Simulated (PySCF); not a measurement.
Species: C3H5NO2.
SMILES: `[H]/N=C/COC=O`

Level of theory: TDDFT B3LYP/def2-SVPD, vertical, gas phase, core orbitals frozen in the response (PySCF). Isolated species at its GFN2-xTB geometry (one conformer only). Torsions of this conformer, `[H]/[N:1]=[CH:2]/[CH2:3][O:4][CH:5]=[O:6]`: N1–C2–C3–O4 -146°, C2–C3–O4–C5 -88°, C3–O4–C5–O6 -1°.

Q: Predict the UV-vis stick spectrum at this level.

A: 

```json
{"state": "S1", "E (eV)": "5.14", "E (kJ/mol)": "496", "λ (nm)": "241.1", "f": "0.0017", "main configurations (H = HOMO, L = LUMO)": "H→L (97%)"}
{"state": "S2", "E (eV)": "5.91", "E (kJ/mol)": "570", "λ (nm)": "209.8", "f": "0.0017", "main configurations (H = HOMO, L = LUMO)": "H-1→L+1 (85%), H-1→L (12%)"}
{"state": "S3", "E (eV)": "6.43", "E (kJ/mol)": "620", "λ (nm)": "192.9", "f": "0.020", "main configurations (H = HOMO, L = LUMO)": "H→L+1 (95%)"}
{"state": "S4", "E (eV)": "6.66", "E (kJ/mol)": "643", "λ (nm)": "186.1", "f": "0.0043", "main configurations (H = HOMO, L = LUMO)": "H-1→L (87%), H-1→L+1 (12%)"}
{"state": "S5", "E (eV)": "7.12", "E (kJ/mol)": "687", "λ (nm)": "174.1", "f": "0.0096", "main configurations (H = HOMO, L = LUMO)": "H→L+2 (85%), H→L+3 (12%)"}
{"state": "S6", "E (eV)": "7.30", "E (kJ/mol)": "704", "λ (nm)": "169.8", "f": "0.020", "main configurations (H = HOMO, L = LUMO)": "H-3→L (68%), H-2→L (26%)"}
{"state": "S7", "E (eV)": "7.69", "E (kJ/mol)": "742", "λ (nm)": "161.2", "f": "0.025", "main configurations (H = HOMO, L = LUMO)": "H-2→L+1 (43%), H→L+3 (20%), H-2→L (13%)"}
{"state": "S8", "E (eV)": "7.73", "E (kJ/mol)": "746", "λ (nm)": "160.3", "f": "0.0057", "main configurations (H = HOMO, L = LUMO)": "H→L+3 (52%), H-2→L+1 (23%), H-3→L+1 (11%)"}
```

Triplets (Tamm–Dancoff): T1 4.33 eV, H→L (95%); T2 5.23 eV, H-2→L (70%), H-3→L (14%); T3 5.36 eV, H-1→L+1 (87%), H-1→L (8%).

The lowest singlet lies at 5.14 eV (241 nm, ultraviolet) and is very weak; its leading configuration is HOMO→LUMO (97%). The strongest level in the table is S7 at 7.69 eV (161 nm, f = 0.025). Löwdin shares by element: HOMO nitrogen 58%, carbon 22% or more, hydrogen 8% or more; LUMO carbon 44% or more, nitrogen 35%, hydrogen 5% or more (atoms not listed hold the other 16%). Of the 8 states listed, 3 reach f = 0.01 and none stays under 0.0005. The oscillator strengths of these states sum to 0.088; summed over the whole spectrum of an exact calculation they would give the number of electrons, 46 (Thomas–Reiche–Kuhn). Weighted by f, the mean energy of these states is 7.12 eV. The window holds the lowest 8 singlets.
